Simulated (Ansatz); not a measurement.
## Ansatz (development build ahead of 0.2.0) run

```yaml
crystal:
  periodic: [false, false, false]
  atoms:
    - { symbol: C, position_ang: [-0.03967, -0.01398, -0.41238] }
    - { symbol: C, position_ang: [-0.03537, -0.01335, 0.67922] }
    - { symbol: H, position_ang: [-0.04118, -0.80801, -0.86663] }
    - { symbol: H, position_ang: [-0.00527, 0.84075, -0.85316] }
basis:
  gaussian: { orbitals: "6-31G" }
hamiltonian:
  xc: hf
```

The input is written out in the form of the current development build from the run's settings.

The run gave:

```
Converged                       : yes
Total energy                    : -76.60903 hartree
Spin squared of the determinant : 0.000
```

Caution: no unrestricted run beside it, a lower state can exist.
